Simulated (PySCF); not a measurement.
# PS at other levels of theory

Aim: see what other levels and later steps give for PS.

Computed with PySCF 2.14.0. Level: each script names its method and basis.

5 further runs of the same task are left out: 5 that didn't finish.

## Step 1: The system as given

PS: 2 atoms, charge 0, spin multiplicity 2.

Bond lengths: P1–S2 2.122 Å.

## Step 2: Base script

File input.py:

```python
from pyscf import gto, scf

mol = gto.M(
    atom='P 0 0 0; S 0 0 2.122',
    basis='jorge-dzp-dkh',
    charge=0,
    spin=1,
    verbose=4,
)
mf = scf.UHF(mol)
mf = mf.sfx2c1e()
mf.kernel()
mf.analyze()
print('orbital energies (hartree):', [e[max(0, n-3):n+3].round(4) for e, n in zip(mf.mo_energy, mol.nelec)])
```

Launch:

```bash
$ OMP_NUM_THREADS=1 python input.py
```

## Step 3: MP2

Variant 1 changes step after the SCF: analyze → mp2.

Changes to input.py since step 2:

```diff
@@ -1,2 +1,2 @@
-from pyscf import gto, scf
+from pyscf import gto, scf, mp
 
@@ -12,3 +12,4 @@
 mf.kernel()
-mf.analyze()
+mp.MP2(mf).kernel()
+mf.dip_moment()
 print('orbital energies (hartree):', [e[max(0, n-3):n+3].round(4) for e, n in zip(mf.mo_energy, mol.nelec)])
```

## Step 4: Stability test

Variant 2 changes step after the SCF: analyze → stability.

Changes to input.py since step 2:

```diff
@@ -12,3 +12,4 @@
 mf.kernel()
-mf.analyze()
+mf.stability(internal=True, external=True)
+mf.dip_moment()
 print('orbital energies (hartree):', [e[max(0, n-3):n+3].round(4) for e, n in zip(mf.mo_energy, mol.nelec)])
```

## Step 5: Lc_wpbe (UKS)

Variant 3 changes functional: none (Hartree–Fock) → lc_wpbe; SCF type: UHF → UKS.

Changes to input.py since step 2:

```diff
@@ -1,2 +1,2 @@
-from pyscf import gto, scf
+from pyscf import gto, dft
 
@@ -9,3 +9,3 @@
 )
-mf = scf.UHF(mol)
+mf = dft.UKS(mol, xc='lc_wpbe')
 mf = mf.sfx2c1e()
```

## Step 6: TDHF

Variant 4 changes step after the SCF: analyze → tddft; number of roots: none → 3.

File input.py:

```python
from pyscf import gto, scf, tdscf

mol = gto.M(
    atom='P 0 0 0; S 0 0 2.122',
    basis='jorge-dzp-dkh',
    charge=0,
    spin=1,
    verbose=4,
)
mf = scf.UHF(mol)
mf = mf.sfx2c1e()
mf.kernel()
td = tdscf.TDHF(mf)
td.nstates = 3
td.kernel()
td.analyze()
mf.dip_moment()
print('orbital energies (hartree):', [e[max(0, n-3):n+3].round(4) for e, n in zip(mf.mo_energy, mol.nelec)])
```

Q: Predict the outcome of this session. Wanted: for each run, E(SCF); from base; gap, α spin; SCF dipole; after the SCF.

As calculated:

```
           run  E(SCF) (hartree)  from base (eV)  cycles  gap, α spin (eV)  SCF dipole (D)                           after the SCF
          base       -740.122271               0      17              8.20            2.20                                     n/a
           MP2       -740.122271          0.0000      17              8.20            2.20              MP2 correlation -10.161 eV
stability test       -740.122271          0.0000      17              8.20            2.20  unstable: internal, UHF/UKS -> GHF/GKS
 lc_wpbe (UKS)       -741.176659  not comparable      17              7.00            1.62                                     n/a
          TDHF       -740.122271          0.0000      17              8.20            2.20               lowest root found 0.94 eV
```

A lower total energy from another functional means nothing by itself. The dearest run is “TDHF”, at 8.7 s against 0.96 s.
